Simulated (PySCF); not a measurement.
## SF₅⁺ at several levels of theory

All levels use the PBE0 minimum (singlet; S–F 1.528 Å (×3), S–F 1.549 Å (×2); F–S–F 90.0° (×6), F–S–F 120.0° (×3), F–S–F 180.0°), basis [S def2-SVP, F def2-SVP], no relativity, density fitting, no spin–orbit coupling, PySCF. For vertical energies the ionised species is a doublet (spins chosen at PBE0 and kept) and the electron-attached one a doublet. Open shells are unrestricted, also as the reference of the correlated levels. A dash marks a value that was not computed or is not defined at that level.

| level | vertical EA (eV) | −ε(HOMO) (eV) | gap (eV) |
| --- | --- | --- | --- |
| PBE0 | 6.78 | 20.05 | 10.39 |
| HF | 5.84 | 26.42 | 21.85 |
| MP2 | 6.00 | – | – |
| PBE | 6.62 | 17.55 | 6.76 |
